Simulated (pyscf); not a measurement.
NH [triplet] + F–SiH₂–F → •HN–F + F–SiH₂•, an atom transfer (triplet surface; F–Si broken, F–N formed). Structures and frequencies: ωB97X-D3(BJ)/def2-SVP in PySCF. Correlated levels are frozen-core, on RHF or UHF. ΔMP2 is the change of the MP2 total energy from the triple- to the quadruple-zeta basis. Energies in kcal/mol from the separated reactants.

Small-basis levels: PySCF, no dispersion term, spherical d functions. AM1 to PM7: differences of heats of formation from MOPAC. Open shells are spin-unrestricted. 

```tsv
level	barrier	reaction energy
MP2/6-31G*	107.5	+92.4
BP86/6-31G*	69.5	+68.9
B3LYP/3-21G	61.4	+73.3
B3LYP/LANL2DZ	64.4	+66.2
B3LYP/6-31G*	82.1	+78.3
PM3	86.8	+75.5
PM6	89.2	+98.4
CCSD(T)/def2-TZVPP + ΔMP2(QZVPP)	100.9	+88.8
```

Against the last row the barrier runs from -39.4 (B3LYP/3-21G) to +6.7 kcal/mol (MP2/6-31G*). At B3LYP/3-21G, B3LYP/LANL2DZ, PM6 this geometry lies under one side, so the entry may be no barrier of that level: it is a single point on another level's saddle. CCSD(T)/def2-TZVPP + ΔMP2(QZVPP) has limits of its own. •HN–F + F–SiH₂• also meet on a surface of lower spin, which isn't treated here. One saddle was located; it need not be the lowest between these sides. The angle at the transferred F is 135°. The CCSD(T) − MP2 part came from Ansatz, without density fitting, on the same reference. A UHF reference is spin-contaminated (<S²> up to 2.15), which harms MP2 most.
